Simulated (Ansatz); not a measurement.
# SiH₂F+ (triplet): the correlation ladder, def2-TZVPP

The task here is to estimate one member of a computed series from the others.

Program: Ansatz 0.2.0, Gaussian basis. Level of theory: def2-TZVPP, core rule «outside noble gas», up to 6 orbitals frozen. These are calculated values, not measurements.

Plan: UHF; ROHF; CCSD(T) on UHF.

2 further runs of the same task are left out: 2 set aside as unsound or not needed.

## The geometry

The geometry is a PBE0/def2-TZVP stationary point (not a proven minimum) of the parent state, kept for this charge and spin.

4 atoms, charge 1, spin multiplicity 3.

Atoms are counted from 1 here; the program's logs count them from 0.

Bond lengths: Si1–F2 1.599 Å, Si1–H3 1.463 Å, Si1–H4 1.463 Å. Angles: F2–Si1–H3 115.4°, F2–Si1–H4 115.4°, H3–Si1–H4 129.1°.

As a file:

```tsv
atom	x (Å)	y (Å)	z (Å)
Si1	0.0000	0.0000	0.5931
F2	0.0000	0.0000	-1.0064
H3	0.0000	1.3214	1.2216
H4	0.0000	-1.3214	1.2216
```

Set-up of the first run:

File in.yaml:

```yaml
crystal:
  periodic: [false, false, false]
  atoms:
    - {symbol: Si, position_ang: [0.000000, 0.000000, 0.593067]}
    - {symbol: F, position_ang: [0.000000, 0.000000, -1.006354]}
    - {symbol: H, position_ang: [0.000000, 1.321394, 1.221565]}
    - {symbol: H, position_ang: [0.000000, -1.321394, 1.221565]}
basis:
  gaussian: {orbitals: def2-TZVPP}
total_charge: 1
magnetization: {spin_polarized: true, initial_magnetization: 2}
hamiltonian: {xc: hf}
output: {orbitals: {seedname: orbitals}}
```

Command:

```console
$ ansatz run in.yaml --threads 1 --pin off --events-out ev --progress --plain --max-ram 3968MiB --backend cpu
```

Among the steps run: UHF; ROHF; CCSD(T) on UHF.

One of the session's tables, all rows but one given; the rest of the session is left out.

It belongs to the step «Misses and costs». 

```
  method  from UCCSD(T) (meV)
    ROHF             +10493.5
     UHF             +10385.0
    UMP2                    ?
   UCCSD               +375.8
UCCSD(T)                    0
```

**Question.** Estimate the row for UMP2.

The run gave: from UCCSD(T) (meV): +883.3. In the column «from UCCSD(T) (meV)» it lies between UCCSD (+375.8) and UHF (+10385.0).
